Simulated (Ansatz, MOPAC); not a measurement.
Barrier height from H + CH4 (SMILES C) to the transition structure CH5, without zero-point energy, on the benchmark's geometries as Psi4's copy of the set gives them.
Transition structure (charge 0, multiplicity 2):
```xyz
6

C      0.00000     0.26481     0.00000
H      1.05343     0.51667     0.00000
H     -0.52663     0.51702     0.91225
H     -0.52663     0.51702    -0.91225
H     -0.00026    -1.11777     0.00000
H      0.00008    -2.02183     0.00000
```

Open shells are unrestricted; no spin–orbit coupling.

The state that PM6 reach isn't checked.

The values were computed with Ansatz (Gaussian basis) for Hartree–Fock, density functionals and correlated methods; MOPAC for PM6 (differences of heats of formation). 

### Question
One of these levels gives -15.91 kcal/mol for the barrier height. Name it.
(A) PM6
(B) r2SCAN/def2-TZVPPD
(C) BHLYP/def2-TZVPPD
(D) HF/cc-pVDZ

### Answer
A, PM6. The others give 23.75 (HF/cc-pVDZ), 7.88 (r2SCAN/def2-TZVPPD), 12.45 (BHLYP/def2-TZVPPD)

Ansatz is an electronic-structure program.
